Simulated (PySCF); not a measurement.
**Phosphorus: a sound run and one with changed settings**

Sound run: P [Ne] 3s2 3p3, P⁺ [Ne] 3s2 3p2. Calculation: PySCF 2.14, in cc-pVDZ-DK; scalar relativity by spin-free X2C-1e. The sound run starts from symmetry-adapted Hartree-Fock orbitals and uses a fine grid where one is needed.

Changed run: 26 angular points. This setting is unsound on purpose.

| species | method | sound run (hartree) | changed run (hartree) | converged |
| --- | --- | --- | --- | --- |
| P | UHF | -341.52339 | -341.52339 | yes |
| P | TPSS | -342.09997 | -342.09997 | yes |
| P | BP86 | -342.11366 | -342.11366 | yes |
| P⁺ | UHF | -341.15877 | -341.15877 | yes |
| P⁺ | TPSS | -341.71480 | -341.71485 | yes |
| P⁺ | BP86 | -341.72735 | -341.72730 | yes |

Ionisation energy of P:

```
method  sound run (eV)  changed run (eV)
   UHF           9.922             9.922
  TPSS          10.481            10.480
  BP86          10.512            10.513
```

A coarse angular grid integrates products of high-l functions wrongly, so density functionals can shift, and the SCF can exploit the error; Hartree-Fock and MP2 need no grid.

For comparison, NIST gives 10.487 eV between the lowest levels.
